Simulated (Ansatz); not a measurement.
One change: `C=CC(=C)N` becomes `C=C(N)NC`.

Ansatz, PBE0-D4/def2-TZVP geometries, multiplicity 1. Each molecule was computed in one conformer, which needn't be the lowest.

```csv
property,`C=CC(=C)N`
size of the dipole moment (B3LYP/def2-TZVPP) / D,1.23
HOMO–LUMO gap (PBE/def2-TZVPP) / eV,3.45
HOMO–LUMO gap (ωB97M-V/def2-TZVPP) / eV,9.58
HOMO–LUMO gap (B3LYP/def2-TZVPP) / eV,5.01
LUMO energy (ωB97M-V/def2-TZVPP) / eV,1.37
size of the dipole moment (ωB97M-V/def2-TZVPP) / D,1.23
```

What does the change do to each property? (Estimate.)

Ansatz gave: 
```csv
property,`C=C(N)NC`,shift
size of the dipole moment (B3LYP/def2-TZVPP) / D,1.03,-0.20
HOMO–LUMO gap (PBE/def2-TZVPP) / eV,4.59,1.14
HOMO–LUMO gap (ωB97M-V/def2-TZVPP) / eV,10.27,0.69
HOMO–LUMO gap (B3LYP/def2-TZVPP) / eV,6.05,1.04
LUMO energy (ωB97M-V/def2-TZVPP) / eV,2.43,1.06
size of the dipole moment (ωB97M-V/def2-TZVPP) / D,1.02,-0.21
```

With PBE0 the HOMO rises by 0.46 eV and the LUMO rises by 1.63 eV, so the gap widens by about 1.17 eV. PBE moves the HOMO by 0.54 eV and ωB97M-V by 0.38 eV. Dipoles are sizes alone; their direction can turn.

B3LYP here is the variant with VWN-RPA as its local correlation; programs differ in this.
